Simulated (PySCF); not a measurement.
## Functional dependence of a UV spectrum

C₂H₂F₂S.
SMILES: `FC(F)C=S`

Linear-response calculations in the def2-SVPD basis (PySCF; singlets by full response, triplets Tamm–Dancoff, core orbitals frozen in the response; HF means time-dependent Hartree–Fock). 'Strongest' is the level of largest summed f among the singlets computed (10 roots, of which the last may lack a degenerate partner); it can jump between rows when another state enters that window. S1 is the lowest singlet of each run and needn't be the same state throughout; f(S1) is that of one state. Geometry: PBE0-D3(BJ)/def2-SVP, one conformer, isolated molecule.

```csv
functional,kind,S1 (eV),f(S1),strongest (eV),T1 (eV),HOMO (eV),gap (eV),"ionisation energy, ΔSCF (eV)"
LDA,LDA,2.12,0.000,6.40,1.64,-6.22,1.85,9.83
PBE,GGA,2.19,0.000,6.33,1.64,-6.11,1.95,9.62
B3LYP,"global hybrid, 20% exact exchange",2.28,0.000,6.25,1.74,-7.15,3.73,9.81
PBE0,"global hybrid, 25% exact exchange",2.30,0.000,6.34,1.71,-7.39,4.16,9.77
BHandHLYP,"global hybrid, 50% exact exchange",2.41,0.000,6.28,1.85,-8.54,6.41,9.73
wB97X-D,range-separated hybrid,2.28,0.000,6.32,1.78,-9.27,7.84,9.88
LC-wPBE,range-separated hybrid,2.25,0.000,6.32,1.67,-10.15,9.22,9.89
HF,Hartree–Fock,2.67,0.000,6.16,2.05,-10.31,10.87,not settled
```

Problem. What does CAM-B3LYP (range-separated hybrid) give?

Solution. S1 (eV) 2.28, f(S1) 0.000, strongest (eV) 6.28, T1 (eV) 1.73, HOMO (eV) -8.76, gap (eV) 6.71, ionisation energy, ΔSCF (eV) 9.86. S1 runs from 2.12 eV (LDA) to 2.67 eV (HF), a spread of 0.55 eV, while the orbital gap spreads over 9.0 eV. Along PBE (0%), B3LYP (20%), PBE0 (25%), BHandHLYP (50%), HF (100%) S1 rises with the share of exact exchange. −ε(HOMO) comes closest to its own ΔSCF ionisation energy with LC-wPBE (+0.26 eV) and misses most with LDA (-3.61 eV). 'Not settled' means that the ion's SCF failed to converge or may have ended in another state than the lowest.
